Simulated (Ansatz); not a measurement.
# C2H5O radical (built from SMILES C=O.[CH3]): a barrier at many levels of theory

How high is the barrier of this step (O1–C3 formed), and how far do cheaper methods land from CCSD(T)?

Method: single points in def2-TZVPP on PBE0-D4/def2-TZVP structures; program: Ansatz 0.2.0, Gaussian basis.

Levels: SPW92, PBE-D4, BLYP-D4, r2SCAN-D4, B97M-V, PBE0-D4, B3LYP-D4, r2SCAN0-D4, BHLYP-D4, CAM-B3LYP-D4, wB97X-V, wB97M-V, B2PLYP, PBE-QIDH, RPA on PBE, Hartree-Fock, MP2, CCSD, CCSD(T). The reference is CCSD(T) at the basis limit, from triple and quadruple zeta. Zero-point energies come from PBE0-D4 vibrations.

Correlated methods freeze the cores. Orbitals are unrestricted. B3LYP uses VWN-RPA correlation. B2PLYP carries no dispersion term here.

44 further runs of the same task are left out: 2 that didn't finish, 42 set aside as unsound or not needed.

### Step 1. Start, saddle and end, as given

Charge 0, multiplicity 2. The folders r, ts and p hold the start, the saddle and the end; their coordinates stand in the first inputs.

```
 pair  r (Å)  ts (Å)  p (Å)
O1–C3  3.682   1.959  1.409
```

### Step 2. SPW92/def2-TZVPP

File r/in.yaml:

```yaml
crystal:
  periodic: [false, false, false]
  atoms:
    - {symbol: O, position_ang: [-1.722999, -1.398492, -0.369801]}
    - {symbol: C, position_ang: [-1.548035, -0.286705, 0.036765]}
    - {symbol: C, position_ang: [1.530420, 0.291952, -0.033131]}
    - {symbol: H, position_ang: [-1.393497, -0.070503, 1.112556]}
    - {symbol: H, position_ang: [-1.541041, 0.592723, -0.637361]}
    - {symbol: H, position_ang: [1.696827, 0.283213, 1.034426]}
    - {symbol: H, position_ang: [1.548793, 1.227685, -0.573222]}
    - {symbol: H, position_ang: [1.429630, -0.639974, -0.570233]}
basis:
  gaussian: {orbitals: def2-TZVPP}
magnetization: {spin_polarized: true, initial_magnetization: 1}
hamiltonian: {xc: lda}
```

File ts/in.yaml:

```yaml
crystal:
  periodic: [false, false, false]
  atoms:
    - {symbol: O, position_ang: [-0.477788, -0.735312, -0.298061]}
    - {symbol: C, position_ang: [-1.464875, -0.100104, 0.108466]}
    - {symbol: C, position_ang: [1.307696, 0.049610, -0.115567]}
    - {symbol: H, position_ang: [-1.805777, -0.182935, 1.150329]}
    - {symbol: H, position_ang: [-1.985664, 0.619160, -0.539672]}
    - {symbol: H, position_ang: [1.369895, 0.155001, 0.958980]}
    - {symbol: H, position_ang: [1.188992, 0.952254, -0.699565]}
    - {symbol: H, position_ang: [1.867622, -0.757773, -0.564910]}
basis:
  gaussian: {orbitals: def2-TZVPP}
magnetization: {spin_polarized: true, initial_magnetization: 1}
hamiltonian: {xc: lda}
```

File p/in.yaml:

```yaml
crystal:
  periodic: [false, false, false]
  atoms:
    - {symbol: O, position_ang: [-0.181859, -0.772289, 0.080390]}
    - {symbol: C, position_ang: [-1.262325, -0.022132, 0.362288]}
    - {symbol: C, position_ang: [0.991493, -0.040010, -0.187627]}
    - {symbol: H, position_ang: [-2.166859, -0.592168, 0.518602]}
    - {symbol: H, position_ang: [-1.289468, 1.004074, 0.008458]}
    - {symbol: H, position_ang: [1.299460, 0.537205, 0.690599]}
    - {symbol: H, position_ang: [0.839977, 0.643624, -1.031254]}
    - {symbol: H, position_ang: [1.769680, -0.758403, -0.441454]}
basis:
  gaussian: {orbitals: def2-TZVPP}
magnetization: {spin_polarized: true, initial_magnetization: 1}
hamiltonian: {xc: lda}
```

One command serves all of them, each in its own folder.

Started as:

```bash
> ansatz run in.yaml --threads 2 --pin off --events-out ev --progress --plain --max-ram 4352MiB
```

The runs that follow: PBE-D4/def2-TZVPP; BLYP-D4/def2-TZVPP; r2SCAN-D4/def2-TZVPP; B97M-V/def2-TZVPP; PBE0-D4/def2-TZVPP; B3LYP-D4/def2-TZVPP; r2SCAN0-D4/def2-TZVPP; BHLYP-D4/def2-TZVPP; CAM-B3LYP-D4/def2-TZVPP; wB97X-V/def2-TZVPP; wB97M-V/def2-TZVPP; B2PLYP/def2-TZVPP; PBE-QIDH/def2-TZVPP; RPA on PBE/def2-TZVPP; CCSD(T)/def2-TZVPP; MP2/def2-QZVPP; Vibrations of the start structure; Vibrations of the end structure.

What does the calculation give? Wanted: barrier, CCSD(T)/CBS; reverse barrier, CCSD(T)/CBS; step energy, CCSD(T)/CBS; barrier with zero-point energy; step energy with zero-point energy; imaginary mode at the saddle; largest T1 diagnostic.

The runs gave:

```
                          quantity         value
              barrier, CCSD(T)/CBS   77.0 kJ/mol
      reverse barrier, CCSD(T)/CBS  126.9 kJ/mol
          step energy, CCSD(T)/CBS  -50.0 kJ/mol
    barrier with zero-point energy   83.3 kJ/mol
step energy with zero-point energy  -29.2 kJ/mol
      imaginary mode at the saddle     574i cm⁻¹
             largest T1 diagnostic         0.036
```

In words: The functionals run from PBE-QIDH, off by +2.3 kJ/mol, to SPW92, off by -65.4 kJ/mol, against CCSD(T)/CBS. Mean unsigned error by rung: LDA 65.4, GGA 37.9, meta-GGA 26.4, hybrid 15.8, range-separated hybrid 9.4, double hybrid 4.0 kJ/mol. PBE-D4 gives a barrier 39.8 kJ/mol too low, outside chemical accuracy (1 kcal/mol, 4.2 kJ/mol). Every functional without exact exchange puts the barrier too low, the usual mark of self-interaction error, which favours the spread-out density of a saddle. The barrier rises with the share of exact exchange, from BLYP-D4 through B3LYP-D4 to BHLYP-D4 (-36.0, -21.7, -2.5 kJ/mol). Hartree-Fock, with no correlation, is off by +28.2 kJ/mol. Zero-point motion raises the barrier by 6.4 kJ/mol. The unrestricted reference is spin-contaminated, which hurts MP2 most.
